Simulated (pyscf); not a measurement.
Optimised with ωB97X-D3(BJ)/def2-SVP in PySCF. MP2 and CC: frozen core, UHF for open shells. ΔMP2 is the change of the MP2 total energy from the triple- to the quadruple-zeta basis.

Question: AsH (SMILES [AsH]) [triplet] + GeH₄ (SMILES [GeH4]) → H₃Ge–AsH• (SMILES [GeH3][AsH]) + H• (SMILES [H])
Surface: triplet. Broken: Ge–H. Formed: As–Ge. Give ΔE‡ and ΔE from CCSD(T)/def2-TZVPP + ΔMP2(QZVPP), relative to the separated reactants.

Answer: ΔE‡ = 36.0 kcal/mol, ΔE = +31.5 kcal/mol. Zero-point energy shifts the barrier by -1.3 kcal/mol. It is a substitution at Ge, with an imaginary mode of 454i cm⁻¹. H₃Ge–AsH• + H• also meet on a surface of lower spin, which isn't treated here. This is the saddle that the search found; another between the same sides may lie lower. The angle at the attacked Ge is 71° (front-side attack). The CCSD(T) − MP2 part came from Ansatz, without density fitting, on the same reference. The frozen core leaves the outer d or s,p core shells of the metals and heavy elements correlated in the MP2 and CC values, and def2-TZVPP describes them poorly, which can shift differences by a few kcal/mol. Elements up to Kr have no core potential and no relativistic terms here.
